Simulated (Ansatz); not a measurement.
For Os (model structure, started from the beta-Sn type, I4₁/amd, No. 141, 2 atoms in the cell), PBEsol in Ansatz (plane waves, PAW) gives:

| Item | Result |
|---|---|
| equilibrium lattice constant a | 4.831 Å |
| lattice parameter c | 2.683 Å |

What does r²SCAN in Ansatz (plane waves, PAW) give for the same quantities?


- lattice constant a: 4.797 Å (falls by 0.7 %)
- lattice parameter c: 2.771 Å (rises by 3.3 %)

Changes are worked out from the printed values.

Unless a cell is named, each level is at its own relaxed cell (PBEsol 15.66, r²SCAN 15.94 Å³/atom).

Levels without +SOC leave out spin–orbit coupling, which shifts energies and cells of such heavy elements.

Ansatz's density-functional and Hartree–Fock values are scalar-relativistic unless marked +SOC, with PAW data made under PBE.

A model structure was made by putting elements into a prototype or built by hand; it is no filed structure, need not be a known phase, and can be a saddle point held by its symmetry.

Ansatz is a first-principles code.
